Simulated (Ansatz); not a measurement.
A made-up structure of MgH3SO (charge +1), closed shell:

```
6
angstrom
O -0.8626 0.0929 -0.9560
S 1.1906 -0.0894 1.5188
Mg 0.8696 -0.4599 -0.8869
H -1.4360 -0.6306 -1.2676
H -0.9504 0.8507 -1.5618
H 1.1892 0.1764 2.8526
```

It is relaxed with PBE-D4/def2-SVP and then PBE0-D4/def2-TZVP (Ansatz 0.2.0). Atoms count as bonded within 1.22 times the sum of their covalent radii (H–H: 0.88 Å). The end point is not checked to be a true minimum.

Task: Does its bonding change? (A judgement: the text doesn't fix the answer.)

Result: By the calculation: No: no bond forms or breaks.

Where it ends: The first stage lowers the energy by 2.61 eV in 13 steps. It ends as MgH₃SO ([OH2][Mg][SH]), total charge +1:
```xyz
6
angstrom
O -0.8449 0.0029 -1.3841
S 0.9100 0.1816 2.4462
Mg 0.0520 0.0584 0.3883
H -1.3466 -0.7366 -1.7549
H -0.8789 0.7160 -2.0371
H 2.1087 -0.2823 2.0407
```

Labels in which every atom is bracketed show which atoms are joined, not bond orders.

For scale, one of the runs: PBE0-D4/def2-TZVP relaxation, 118 basis functions, launched by `ansatz run in.yaml --threads 2 --pin off --events-out ev --progress --plain --max-ram 4352MiB`. The run took about 16 s on 2 CPU threads of an Arm Neoverse V1 (shared host).
